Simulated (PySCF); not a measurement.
Breaking a bond: SMILES C#N. The C1–H3 bond (C1 also carries N; H3 carries nothing else) is varied alone, starting from the PBE0/def2-TZVP optimised geometry.

Levels of theory: RHF/6-31G (PySCF); UCCSD(T) = PySCF 2.14.0 with CCSD(T) on UHF/6-31G, 2 core orbitals frozen.

Energies relative to the lowest point of each curve near equilibrium, in eV:

```json
[
 {"R / Å": "0.91", "RHF": "0.600"},
 {"R / Å": "1.03", "RHF": "0.006"},
 {"R / Å": "1.09", "RHF": "0.022"},
 {"R / Å": "1.14", "RHF": "0.138"},
 {"R / Å": "1.17", "RHF": "0.241"},
 {"R / Å": "1.33", "RHF": "1.055"},
 {"R / Å": "1.60", "RHF": "2.784"},
 {"R / Å": "1.78", "RHF": "3.913"},
 {"R / Å": "2.16", "RHF": "5.968"},
 {"R / Å": "2.33", "RHF": "6.728"},
 {"R / Å": "2.86", "RHF": "8.538"},
 {"R / Å": "3.22", "RHF": "9.381"}
]
```

**Question.** What does UCCSD(T) give at the same points?

**Answer.** 0.91: 0.725; 1.03: 0.039; 1.09: 0.005; 1.14: 0.076; 1.17: 0.151; 1.33: 0.799; 1.60: 2.198; 1.78: 3.104; 2.16: 4.517; 2.33: 4.865; 2.86: 5.197; 3.22: 5.229 (eV).

The restricted form behind RHF keeps the bonding electrons paired and can't separate into open-shell fragments. The unrestricted determinant behind UCCSD(T) is spin-contaminated at 1.60 to 3.72 Å (<S²> up to 1.4, against 0.00 for a pure singlet).
